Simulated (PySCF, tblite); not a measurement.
# C₂H₆Be, a complex of two parts: NMR shifts, interaction energy, infrared bands, spin-spin couplings and core binding energies

One table from this session's results is given with a row withheld; the runs are named, their logs left out.

Computed with tblite 0.8.0 and PySCF 2.14.0; each step states its level. No surroundings beyond the atoms listed, unless a continuum is named. Atoms count from 0, parts from 1.

## Starting point

9 atoms, charge 0, multiplicity 1; geometry: rigid parts in contact. Parts: 1 = atoms 0–2, `[BeH2]`, charge 0; 2 = atoms 3–8, `C=C`, charge 0.

Set-up of the first run:

What the job is given:

```
{"job": {"kind": "dock", "xc": "GFN2-xTB", "basis": "xTB"}, "charge": 0, "multiplicity": 1, "parts": [{"atoms": "0-2", "charge": 0, "multiplicity": 1}, {"atoms": "3-8", "charge": 0, "multiplicity": 1}]}
Be     0.000146    -0.000052    -0.000045
H     -0.056641    -1.277676    -0.032131
H      0.056495     1.277728     0.032176
C     -2.785103    -0.325259     0.825080
C     -2.573056    -0.575511    -0.449764
H     -2.987174     0.669880     1.185948
H     -2.766650    -1.103403     1.570453
H     -2.370477    -1.570568    -0.810678
H     -2.591615     0.202541    -1.195271
```

Level: GFN2-xTB search for minima from random contacts, gas phase.

On the command line:

```console
> OMP_NUM_THREADS=1 python cluster_run.py task.json out
```

The driver reads the jobs from task.json and runs them one after another.

Steps of the session up to this table: Bringing the parts together with GFN2-xTB; Relaxing the molecule at PBE0-D3(BJ)/def2-TZVPD; NMR shieldings: PBE0/pcSseg-2; Coupled-cluster interaction energy: CCSD(T) and MP2.

One of the session's tables, all rows but one given; the rest of the session is left out.

It belongs to the step «Coupled-cluster interaction energy: CCSD(T) and MP2». 

| method | interaction energy (kcal/mol) |
| --- | --- |
| HF/aug-cc-pVDZ | -7.46 |
| MP2/aug-cc-pVDZ | -12.95 |
| CCSD/aug-cc-pVDZ | -11.14 |
| CCSD(T)/aug-cc-pVDZ | ? |
| HF/aug-cc-pVQZ | -8.29 |
| MP2/aug-cc-pVQZ | -16.35 |
| SCS-MP2/aug-cc-pVQZ | -13.86 |
| MP2, extrapolated | -16.79 |
| CCSD(T), limit estimate | -15.68 |

Estimate the missing values for CCSD(T)/aug-cc-pVDZ.

**Answer.** interaction energy (kcal/mol): -11.84. In the column «interaction energy (kcal/mol)» it lies between MP2/aug-cc-pVDZ (-12.95) and CCSD/aug-cc-pVDZ (-11.14).

To keep in mind: The interaction energy leaves out the deformation of the parts, 10.35 kcal/mol at MP2. So large a deformation means that a part is far from its own minimum, so a sum across the two methods would be rough.
